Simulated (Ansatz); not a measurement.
# Ti: from a trial structure to a relaxed crystal

Computed with Ansatz, DFT PBEsol, scalar-relativistic, plane waves, PAW.

The start puts Ti on the alpha-boron structure type (R-3m, No. 166), at a guessed volume.

The final relaxation ran on this input, with the default PAW datasets:

```yaml
crystal:
  lattice:
    - [2.6507963625, 1.5304379934, 9.5617496617]
    - [-2.6507963625, 1.5304379934, 9.5617496617]
    - [0.0, -3.0608759869, 9.5617496617]
  atoms:
    - { symbol: Ti, position: [0.04695739, 0.5453462583, 0.04695739] }
    - { symbol: Ti, position: [0.04695739, 0.04695739, 0.5453462583] }
    - { symbol: Ti, position: [0.5453462583, 0.04695739, 0.04695739] }
    - { symbol: Ti, position: [0.95304261, 0.4546537417, 0.95304261] }
    - { symbol: Ti, position: [0.4546537417, 0.95304261, 0.95304261] }
    - { symbol: Ti, position: [0.95304261, 0.95304261, 0.4546537417] }
    - { symbol: Ti, position: [0.209727702, 0.7050827805, 0.209727702] }
    - { symbol: Ti, position: [0.209727702, 0.209727702, 0.7050827805] }
    - { symbol: Ti, position: [0.7050827805, 0.209727702, 0.209727702] }
    - { symbol: Ti, position: [0.790272298, 0.2949172195, 0.790272298] }
    - { symbol: Ti, position: [0.2949172195, 0.790272298, 0.790272298] }
    - { symbol: Ti, position: [0.790272298, 0.790272298, 0.2949172195] }
basis:
  ecutwfc: 420
kpoints:
  mp_grid: { grid: [9, 9, 9] }
hamiltonian:
  xc: pbesol
scf:
  occupations: { method: gaussian, width: 0.1 }
output:
  forces: true
  stress: true
  eigenvalues: true
relax:
  adjacent_minimum: "off"
  f_tol: 0.01
  max_steps: 80
  cell: { stress_tol: 0.05 }
```

It can be run as:

```bash
ansatz run input.yaml --threads 1 --pin off --backend cpu --events-out ev --progress --plain --runs-dir out  # memory cap (--max-ram) not shown
```

The program printed at the end:

```
SCF converged after 9 iterations
Free energy (F): -29676.157969 eV
Harris-Foulkes:  -29676.157969 eV  (|F-HF|=7.28e-12)
Internal energy: -29676.060695 eV  (E = F + TS)
E sigma→0 (E₀):  -29676.109332 eV
Entropy (-TS):   -0.097274 eV (-8.106 meV/atom)
Fermi energy:    11.132091 eV
--- Per-component energies (eV) ---
  E_band       = -2140.931693
  E_kinetic    = 3285.921845
  E_local      = -11961.136793  (includes V_loc(G=0)·N_el)
  E_nonlocal   = 132.806823
  E_hartree    = 4960.257834
  E_xc         = -1156.458974
  E_vxc        = -1453.062676  (∫ρ·V_xc dr)
  E_paw        = -12281.848990  (= ΣΔE_a)
  E_vpaw       = -2065.977865  (= ΣTr[D̂ρ^β])
  E_aug_tail   = 0.001310  (compensation charges beyond the density's cutoff)
  E_ewald      = -12657.276361
  E_core_change = 1.672612  (= ΣΔE_core)
  E_smearing   = -0.097274  (= −TS)
  E_closure    = 0.000000  (closes the sum)
  Σ components = -29676.157969   (vs F -29676.157969, Δ=0.00e0)
--- Forces (eV/Å), atoms counted from 1 ---
  atom   1  Ti    -0.00051268     0.00029599     0.00075260
  atom   2  Ti     0.00000000    -0.00059199     0.00075260
  atom   3  Ti     0.00051268     0.00029599     0.00075260
  atom   4  Ti     0.00051268    -0.00029599    -0.00075260
  atom   5  Ti    -0.00051268    -0.00029599    -0.00075260
  atom   6  Ti     0.00000000     0.00059199    -0.00075260
  atom   7  Ti     0.00068056    -0.00039292     0.00017086
  atom   8  Ti     0.00000000     0.00078584     0.00017086
  atom   9  Ti    -0.00068056    -0.00039292     0.00017086
  atom  10  Ti    -0.00068056     0.00039292    -0.00017086
  atom  11  Ti     0.00068056     0.00039292    -0.00017086
  atom  12  Ti     0.00000000    -0.00078584    -0.00017086
  max |Σ_I F_I| component: 1.20e-17 eV/Å
--- Stress (GPa, compression-positive) ---
        0.000936       0.000000       0.000000
        0.000000       0.000936       0.000000
        0.000000       0.000000      -0.001754
  P = ⅓ Tr σ = 0.0000 GPa (0.000 kbar)
--- Relaxed structure (4 steps of the walk, 4 accepted, 1 SCFs on fresh bases) ---
  F+E_penalty+E_count = -29676.15796878 eV   max|allowed force component| = 7.858e-4 eV/Å   (the final SCF, on the basis selected at the relaxed cell)
  cell:  # Å, volume = 233.3715 Å³
    - [2.658239, 1.534735, 9.533872]
    - [-2.658239, 1.534735, 9.533872]
    - [0.000000, -3.069470, 9.533872]
  atoms:
    - { symbol: Ti, position: [0.047180, 0.545021, 0.047180] }
    - { symbol: Ti, position: [0.047180, 0.047180, 0.545021] }
    - { symbol: Ti, position: [0.545021, 0.047180, 0.047180] }
    - { symbol: Ti, position: [0.952820, 0.454979, 0.952820] }
    - { symbol: Ti, position: [0.454979, 0.952820, 0.952820] }
    - { symbol: Ti, position: [0.952820, 0.952820, 0.454979] }
    - { symbol: Ti, position: [0.209821, 0.704800, 0.209821] }
    - { symbol: Ti, position: [0.209821, 0.209821, 0.704800] }
    - { symbol: Ti, position: [0.704800, 0.209821, 0.209821] }
    - { symbol: Ti, position: [0.790179, 0.295200, 0.790179] }
    - { symbol: Ti, position: [0.295200, 0.790179, 0.790179] }
    - { symbol: Ti, position: [0.790179, 0.790179, 0.295200] }
```

Total energies depend on the potentials used, so only differences within one code and one set of settings carry meaning.

The result has space group R-3m (No. 166). Ti on Wyckoff site h (6 atoms of the primitive cell) is coordinated by 7 Ti at 2.65–2.73 Å; Ti on Wyckoff site h (6 atoms of the primitive cell) is coordinated by 8 Ti at 2.63–2.83 Å.

It lies 0.89 eV/atom above the element's standard state at the same level.

The k mesh leaves about 4 meV/atom of noise in metals.

A structure relaxed within its symmetry needn't be a true minimum.